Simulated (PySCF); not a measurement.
# Basis-set dependence of CN at CCSD(T)

PySCF, ROHF reference; doublet, unpaired electrons σ ↑; De to C + N without counterpoise correction. Frozen cores follow the default of each basis and core potential.

| basis | relativity | functions | Re (Å) | ωe (cm⁻¹) | De (eV) | frozen orbitals |
| --- | --- | --- | --- | --- | --- | --- |
| pcseg-1 | no relativity | 28 | 1.186 | 2065 | 7.09 | 2 |
| def2-SVPD | no relativity | 40 | 1.187 | 2079 | 7.27 | 2 |
| x2c-TZVPPall | spin-free X2C | 62 | 1.178 | 2057 | 7.43 | 2 |
| def2-TZVPPD | no relativity | 74 | 1.178 | 2055 | 7.45 | 2 |

(1) How does each smaller set differ from the one with most functions, def2-TZVPPD?

Correlated steps freeze 2 core orbitals. Correlated levels converge slowly with the basis: in double zeta they bind strong bonds too weakly, by up to about 1 eV, and carry superposition errors of some tenths. The CCSD T1 diagnostic is raised in CN, a sign that a single reference may not be enough there. The state was picked by a PBE0 search and need not be the measured ground state.

## Answers

(1) pcseg-1: +0.8 pm, +0.5 % in ωe, -0.36 eV in De; def2-SVPD: +0.9 pm, +1.2 % in ωe, -0.18 eV in De; x2c-TZVPPall: +0.0 pm, +0.1 % in ωe, -0.02 eV in De. All at CCSD(T); the set with most functions is neither the basis-set limit nor always the best. The rows treat relativity differently, so the differences are not basis effects alone.
